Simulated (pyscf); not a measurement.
Single points on ωB97X-D3(BJ)/def2-SVP structures (PySCF, gas phase).

Q: O=Si(Cl)–Cl + ammonia (NH₃) → H₂N–Si(=O)–Cl + hydrogen chloride (HCl)
Surface: singlet. Broken: Cl–Si, H–N. Formed: N–Si, Cl–H. Give ΔE‡ and ΔE from ωB97M-D3(BJ)/def2-TZVP, relative to the separated reactants.

A: ΔE‡ = 0.06 eV, ΔE = -0.06 eV. Zero-point energy shifts the barrier by -0.03 eV. It is a four-centre exchange, with an imaginary mode of 443i cm⁻¹. On the reactant side the descent ends in an adduct with a N–Si contact, 1.70 eV under the separated species and 1.77 eV under the saddle at ωB97X-D3(BJ)/def2-TZVP. What is counted as formed (N–Si) is already present as a longer contact in the reactant adduct; forming that adduct is a step of its own. One saddle was located; it need not be the lowest between these sides.
